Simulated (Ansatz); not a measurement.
Two shapes of singlet C3H8.

Shape 1:

```xyz
11

C     0.0000    0.0000    0.0000
C     0.0000    0.8556    1.2684
C     0.0000    0.0000    2.5368
H     0.0000    0.6484   -0.8762
H     0.8898   -0.6294   -0.0144
H    -0.8898   -0.6294   -0.0144
H    -0.8818    1.4963    1.2684
H     0.8818    1.4963    1.2684
H     0.0000    0.6484    3.4131
H    -0.8898   -0.6294    2.5512
H     0.8898   -0.6294    2.5512
```

Shape 2:

```xyz
11

C    -0.0068    0.0492   -0.0054
C     0.0266    0.8202    1.2452
C     0.0158   -0.0322    2.5020
H    -0.0244    0.6509   -0.8326
H     0.9358   -0.6336    0.0048
H    -0.8562   -0.6442    0.0195
H    -0.8523    1.4574    1.2795
H     0.9156    1.4997    1.3051
H    -0.0081    0.6451    3.4623
H    -0.8493   -0.6051    2.5675
H     0.8557   -0.6582    2.5288
```

Basis set: 6-31G* (spherical functions). Left uncorrelated: 3 orbitals. Charge 0, multiplicity 1.

Computed with Ansatz (development build ahead of 0.2.0); each method stands on the lowest determinant of its kind that the runs found.

Question: Which shape is lower in energy, and by how much in each method?

Answer:

```
 method  E(2) − E(1) (eV)
    RHF             0.481
RHF-MP2             0.468
```

Shape 1 is lower.
